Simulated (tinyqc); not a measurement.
Inside a calculation. Method: Born-Oppenheimer dynamics on the UHF/sto-3g surface (energies and gradients from PySCF), for BH, spin multiplicity 3. Computed by tinyqc, a small Python program that keeps every step (integrals from PySCF). Settings: charge = 0, multiplicity = 3, basis = sto-3g, time step (fs) = 0.5, steps = 24. Command: `OMP_NUM_THREADS=1 python tinyqc.py 31719 31720 out.jsonl` (the two numbers bound the seeds that draw the settings). One thread of a shared host (Intel(R) Xeon(R) Processor @ 2.60GHz), about 2 s of CPU time with the checks.

## Velocity Verlet step 1

positions (bohr), order 1B, 2H:
```
[[0.000000, 0.000000, 0.000000],
 [0.000000, 0.000000, 2.441526]]
```

velocities (bohr per atomic time unit), order 1B, 2H:
```
[[-0.000016018, 0.000001677, -0.000009393],
 [0.000174982, -0.000018323, 0.000102607]]
```

gradient (hartree/bohr), order 1B, 2H:
```
[[0.00000000, 0.00000000, -0.07114826],
 [0.00000000, 0.00000000, 0.07114826]]
```

masses (electron masses): [20068.735323, 1837.152588]

gradient after step 1 (hartree/bohr), order 1B, 2H:
```
[[-0.00011318, 0.00001185, -0.06979802],
 [0.00011318, -0.00001185, 0.06979802]]
```

dt = 0.5 fs = 20.6707 atomic units; x' = x + v dt - g dt^2 / (2m); after the new gradient g', v' = v - (g + g') dt / (2m).

positions after step 1 (bohr), order 1B, 2H:
```
[[-0.000331, 0.000035, 0.000563],
 [0.003617, -0.000379, 2.435373]]
```

velocities after step 1 (bohr per atomic time unit), order 1B, 2H:
```
[[-0.000015960, 0.000001671, 0.000063194],
 [0.000174345, -0.000018256, -0.000690320]]
```

## Velocity Verlet step 2

gradient after step 2 (hartree/bohr), order 1B, 2H:
```
[[-0.00021117, 0.00002211, -0.06469546],
 [0.00021117, -0.00002211, 0.06469546]]
```

As before.

positions after step 2 (bohr), order 1B, 2H:
```
[[-0.000660, 0.000069, 0.002613],
 [0.007208, -0.000755, 2.412987]]
```

velocities after step 2 (bohr per atomic time unit), order 1B, 2H:
```
[[-0.000015793, 0.000001654, 0.000132458],
 [0.000172520, -0.000018065, -0.001446945]]
```

## Energy conservation

The total energy should stay constant up to terms of order dt^2; the step counts as short enough if it moves by less than 2 % of the largest kinetic energy.

Trajectory:
```
time (fs)  1B-2H (angstrom)  potential (hartree)  kinetic (hartree)  total (hartree)
0.000000           1.292000         -24.74133010         0.00004159     -24.74128851
0.500000           1.288448         -24.74180318         0.00050862     -24.74129456
1.000000           1.275522         -24.74344634         0.00212940     -24.74131694
1.500000           1.253909         -24.74590331         0.00454813     -24.74135518
2.000000           1.224848         -24.74857592         0.00716975     -24.74140617
2.500000           1.190207         -24.75068828         0.00922751     -24.74146077
3.000000           1.152550         -24.75144718         0.00994673     -24.74150045
3.500000           1.115143         -24.75033929         0.00884039     -24.74149890
4.000000           1.081811         -24.74752034         0.00608351     -24.74143683
4.500000           1.056537         -24.74405844         0.00272831     -24.74133013
5.000000           1.042757         -24.74163574         0.00039348     -24.74124226
5.500000           1.042513         -24.74158924         0.00034876     -24.74124048
6.000000           1.055843         -24.74394571         0.00261945     -24.74132626
6.500000           1.080766         -24.74740097         0.00596737     -24.74143360
7.000000           1.113881         -24.75026583         0.00876804     -24.74149779
7.500000           1.151213         -24.75144139         0.00994013     -24.74150126
8.000000           1.188921         -24.75074202         0.00927947     -24.74146256
8.500000           1.223715         -24.74866432         0.00725622     -24.74140810
9.000000           1.253007         -24.74599752         0.00464074     -24.74135678
9.500000           1.274906         -24.74352157         0.00220355     -24.74131802
10.000000          1.288151         -24.74184235         0.00054728     -24.74129507
10.500000          1.292037         -24.74132507         0.00003662     -24.74128845
11.000000          1.286368         -24.74207597         0.00077784     -24.74129813
11.500000          1.271432         -24.74393990         0.00261578     -24.74132412
12.000000          1.248035         -24.74650431         0.00513869     -24.74136561
```

The total energy moves within 2.6e-04 hartree; that is over 2 % of the largest kinetic energy, so the time step is too long.
